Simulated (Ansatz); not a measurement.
`[AlH2][SiH2][SiH3]` + HCl → `[AlH2][SiH2]Cl` + SiH₄ at 400 K and 1 bar (cleavage of the Si–Si bond).

Gas-phase electronic energies from Ansatz, PBE0-D4/def2-TZVP geometries. CCSD(T)/CBS is the MP2 limit (def2-TZVPP, def2-QZVPP) plus CCSD(T) − MP2 in def2-TZVPP, frozen cores. This one scheme is used for every species.

```tsv
species	CCSD(T)/CBS energy (Eh)	H − E (kJ/mol)	S (J/(mol·K))
`[AlH2][SiH2][SiH3]`	-824.34741	178.8	397.3
HCl	-460.38127	29.6	195.4
`[AlH2][SiH2]Cl`	-993.29495	111.3	361.4
SiH₄	-291.46306	96.9	218.6
```

H − E and S are ideal-gas, rigid-rotor, harmonic terms from PBE0-D4/def2-TZVP. 1 Eh = 2625.50 kJ/mol, R = 8.31446 J/(mol·K).

Q: By hand: ΔE, ΔH, ΔS and ΔG.

A: ΔE = (-993.29495) + (-291.46306) − (-824.34741) − (-460.38127) = -0.02933 Eh = -77.0 kJ/mol. Δ(H − E) = 111.3 + 96.9 − 178.8 − 29.6 = -0.2, so ΔH = -77.2 kJ/mol. ΔS = 361.4 + 218.6 − 397.3 − 195.4 = -12.7 J/(mol·K). ΔG = -77.2 − 400 × (-12.7)/1000 = -72.1 kJ/mol.

Q: By hand: the equilibrium constant, and the temperature at which ΔG would vanish if ΔH and ΔS stayed fixed.

A: log₁₀ K = −ΔG/(RT ln 10) = 9.4. ΔG = 0 at ΔH/ΔS = 6079 K, far beyond where these terms or the molecules hold.

The number of gas molecules stays the same, so ΔS is small and ΔH decides. A doubt of 5 kJ/mol in ΔE shifts log₁₀ K by 0.7 here. Modes under 60 cm⁻¹, often nearly free rotors, make the harmonic entropy too high. These are equilibria of isolated gas molecules and say nothing of rates. Largest T1 diagnostic: 0.013 (customary marks: 0.02 for closed shells, 0.045 for open ones).
